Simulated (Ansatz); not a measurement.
Born–Oppenheimer molecular dynamics of H$_{7}$NSi (9 atoms, charge 0, multiplicity 1). It starts at the highest image of a converged band. Of that band: Neighbouring images differ by up to 1.6 eV, so the band resolves the path poorly. A vibrational analysis at the climbing image gives one clearly imaginary mode, 1510i cm⁻¹: a first-order saddle point.

These are results of Ansatz 0.2.0, RKS CAM-B3LYP/6-31G*, not measurements.

```json
{"ensemble": "NVE (velocity Verlet)", "time step": "0.5 fs", "steps asked": "200", "starting velocities drawn for": "100 K", "seed": "11411"}
```

Frames 1 fs apart, positions in Å.

Velocities at 10 fs (Å/ps):

```
Si -1.16 2.38 2.04
N -1.42 1.82 -0.98
H -1.20 10.56 5.61
H -12.18 7.51 4.82
H 2.95 -17.35 2.72
H 3.93 -9.43 -15.40
H 10.25 -9.12 5.11
H 9.00 -30.00 5.22
H 39.25 -43.83 -51.38
```

```xyz
9
Properties=species:S:1:pos:R:3 time_fs=10 energy_less_start_eV=-0.368 T=505
Si 0.048 -0.026 0.109
N 0.161 -0.265 2.006
H -0.756 -0.434 2.413
H 0.659 0.413 2.579
H 1.308 0.378 -0.517
H -0.672 1.261 0.148
H -0.887 -0.905 -0.603
H 1.051 -1.697 0.569
H 0.863 -1.439 1.257
9
Properties=species:S:1:pos:R:3 time_fs=11 energy_less_start_eV=-0.458 T=607
Si 0.047 -0.024 0.112
N 0.159 -0.263 2.004
H -0.757 -0.422 2.419
H 0.646 0.421 2.582
H 1.313 0.358 -0.515
H -0.670 1.254 0.131
H -0.876 -0.916 -0.597
H 1.064 -1.734 0.565
H 0.903 -1.485 1.210
9
Properties=species:S:1:pos:R:3 time_fs=12 energy_less_start_eV=-0.662 T=832
Si 0.045 -0.020 0.115
N 0.157 -0.261 2.002
H -0.758 -0.410 2.425
H 0.632 0.431 2.581
H 1.321 0.335 -0.514
H -0.671 1.252 0.110
H -0.863 -0.932 -0.592
H 1.088 -1.789 0.537
H 0.944 -1.533 1.182
9
Properties=species:S:1:pos:R:3 time_fs=13 energy_less_start_eV=-0.932 T=1128
Si 0.044 -0.017 0.119
N 0.155 -0.259 2.000
H -0.760 -0.397 2.429
H 0.617 0.443 2.575
H 1.331 0.307 -0.513
H -0.677 1.256 0.085
H -0.847 -0.953 -0.585
H 1.122 -1.860 0.486
H 0.985 -1.582 1.169
9
Properties=species:S:1:pos:R:3 time_fs=14 energy_less_start_eV=-1.114 T=1329
Si 0.042 -0.012 0.125
N 0.152 -0.256 1.996
H -0.761 -0.385 2.432
H 0.603 0.457 2.564
H 1.344 0.276 -0.513
H -0.686 1.264 0.056
H -0.830 -0.978 -0.577
H 1.160 -1.940 0.429
H 1.029 -1.636 1.160
9
Properties=species:S:1:pos:R:3 time_fs=15 energy_less_start_eV=-1.242 T=1473
Si 0.040 -0.008 0.131
N 0.149 -0.253 1.992
H -0.762 -0.374 2.432
H 0.591 0.472 2.549
H 1.357 0.241 -0.511
H -0.698 1.277 0.024
H -0.810 -1.004 -0.568
H 1.201 -2.021 0.380
H 1.077 -1.700 1.141
9
Properties=species:S:1:pos:R:3 time_fs=16 energy_less_start_eV=-1.409 T=1657
Si 0.038 -0.003 0.137
N 0.145 -0.250 1.986
H -0.764 -0.365 2.429
H 0.582 0.489 2.529
H 1.369 0.203 -0.508
H -0.711 1.290 -0.012
H -0.787 -1.032 -0.556
H 1.242 -2.099 0.348
H 1.129 -1.776 1.103
9
Properties=species:S:1:pos:R:3 time_fs=17 energy_less_start_eV=-1.615 T=1883
Si 0.036 0.003 0.145
N 0.142 -0.248 1.980
H -0.767 -0.358 2.423
H 0.575 0.508 2.505
H 1.379 0.164 -0.503
H -0.722 1.303 -0.050
H -0.763 -1.060 -0.542
H 1.283 -2.174 0.334
H 1.185 -1.863 1.049
9
Properties=species:S:1:pos:R:3 time_fs=18 energy_less_start_eV=-1.741 T=2020
Si 0.033 0.009 0.153
N 0.138 -0.245 1.972
H -0.770 -0.353 2.415
H 0.571 0.527 2.478
H 1.386 0.124 -0.494
H -0.731 1.312 -0.090
H -0.735 -1.087 -0.524
H 1.325 -2.248 0.329
H 1.244 -1.958 0.986
9
Properties=species:S:1:pos:R:3 time_fs=19 energy_less_start_eV=-1.743 T=2028
Si 0.031 0.015 0.161
N 0.135 -0.241 1.964
H -0.775 -0.350 2.405
H 0.569 0.546 2.448
H 1.389 0.084 -0.482
H -0.737 1.315 -0.131
H -0.706 -1.112 -0.503
H 1.370 -2.329 0.316
H 1.304 -2.051 0.931
9
Properties=species:S:1:pos:R:3 time_fs=20 energy_less_start_eV=-1.840 T=2133
Si 0.028 0.021 0.170
N 0.131 -0.238 1.955
H -0.780 -0.349 2.393
H 0.568 0.563 2.417
H 1.389 0.044 -0.466
H -0.739 1.313 -0.173
H -0.676 -1.135 -0.479
H 1.419 -2.422 0.278
H 1.361 -2.136 0.901
9
Properties=species:S:1:pos:R:3 time_fs=21 energy_less_start_eV=-1.949 T=2250
Si 0.025 0.027 0.178
N 0.127 -0.234 1.945
H -0.785 -0.350 2.381
H 0.568 0.578 2.384
H 1.386 0.007 -0.447
H -0.735 1.304 -0.213
H -0.646 -1.154 -0.452
H 1.471 -2.526 0.219
H 1.416 -2.212 0.893
```

Of the whole run (100 fs, mean temperature of the second half 2030 K): The conserved energy stayed within 0.4 meV per atom of its start (net change -0.26 meV per atom), so the integration is sound. The kinetic energy rose, since the run started high on the potential surface and went downhill. It ends in pieces (H2 + H5NSi), so much of that is their flight and rotation, not heat. A run of 0.1 ps of so small a system gives no equilibrium averages. The orbitals stay closed-shell, which can raise the energy where a bond breaks towards radicals; this wasn't checked here.

Time of the run: 4.9 min on 1 thread of Arm Neoverse V1, with other jobs on the host, peak memory 0.1 GiB.
